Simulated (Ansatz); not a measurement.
Basis-set series for H4SSi2 (`[SiH2]1[SiH2]S1`). The species carries charge 0 and has multiplicity 1. The structure was optimised at the PBE0-D4/def2-TZVP level.

Z-matrix (Å, degrees):
```
Si
S 1 2.151
Si 1 2.244 2 58.6
H 1 1.482 2 115.1 3 113.9
H 1 1.482 2 115.1 3 -113.9
H 3 1.482 1 122.3 2 101.7
H 3 1.482 1 122.3 2 -101.7
```

| functional | basis | functions | energy (Eh) | HOMO (eV) | LUMO (eV) |
| --- | --- | --- | --- | --- | --- |
| PBE0-D4 | def2-SVP | 74 | -978.91190 | -7.36 | -0.28 |
| PBE0-D4 | def2-TZVPP | 182 | -979.25726 | -7.31 | -0.44 |
| ωB97M-V | def2-SVP | 74 | -979.21507 | -9.27 | 1.62 |
| ωB97M-V | def2-TZVPP | 182 | -979.56033 | -9.26 | 1.27 |

Problem. Give the rows for def2-QZVPP. (Best estimate.)

Solution. Ansatz gave: 
```csv
functional,basis,functions,energy (Eh),HOMO (eV),LUMO (eV)
PBE0-D4,def2-QZVPP,330,-979.28862,-7.32,-0.51
ωB97M-V,def2-QZVPP,330,-979.58981,-9.28,0.97
```

Positive LUMOs are unbound and depend on the basis.
